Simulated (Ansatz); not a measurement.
# SiH₂S: one structure at several levels

One table from this session's results is given with a row withheld; the runs are named, their logs left out.

Program: Ansatz 0.2.0, Gaussian basis. Level of theory: single points in def2-TZVPP. These are calculated values, not measurements.

Correlated methods freeze the cores.

### Where the work starts

SMILES `[SiH2]=S`, 4 atoms, charge 0, spin multiplicity 1.

Atoms are counted from 1 here; the program's logs count them from 0.

Bond lengths: Si1–S2 2.100 Å, Si1–H3 1.617 Å, Si1–H4 1.350 Å. Angles: S2–Si1–H3 122.1°, S2–Si1–H4 128.1°, H3–Si1–H4 109.6°.

As a file:

```xyz
4
charge 0, multiplicity 1
Si   -0.04750    0.07410   -0.10300
S     1.80010   -0.26750    0.83460
H    -1.37380   -0.76950    0.27640
H    -0.36260    1.03430   -0.99810
```

The first run:

File run/in.yaml:

```yaml
crystal:
  periodic: [false, false, false]
  atoms:
    - {symbol: Si, position_ang: [-0.047500, 0.074100, -0.103000]}
    - {symbol: S, position_ang: [1.800100, -0.267500, 0.834600]}
    - {symbol: H, position_ang: [-1.373800, -0.769500, 0.276400]}
    - {symbol: H, position_ang: [-0.362600, 1.034300, -0.998100]}
basis:
  gaussian: {orbitals: def2-TZVPP}
correlation: {method: ccsd_t}
output: {forces: true}
```

The command line of these runs was not kept.

Steps of the session up to this table: CCSD(T)/def2-TZVPP; PBE0-D4/def2-TZVPP; wB97M-V/def2-TZVPP; r2SCAN-D4/def2-TZVPP; PBE-D4/def2-TZVPP; BLYP-D4/def2-TZVPP; B97M-V/def2-TZVPP.

One of the session's tables, all rows but one given; the rest of the session is left out.

```
   method  RMS force component (eV/Å)  angle to CCSD(T) forces (°)  dipole (D)
  CCSD(T)                       2.189                    reference        2.91
  PBE0-D4                       2.311                          2.9        3.20
  wB97M-V                           ?                            ?           ?
r2SCAN-D4                       2.258                          2.2        3.07
   PBE-D4                       2.180                          3.6        2.84
  BLYP-D4                       2.071                          3.4        2.81
   B97M-V                       2.257                          4.9        2.97
```

Estimate the missing values for wB97M-V.

The run gave: RMS force component (eV/Å): 2.317; angle to CCSD(T) forces (°): 4.1; dipole (D): 3.31. In the column «RMS force component (eV/Å)» it is the highest.
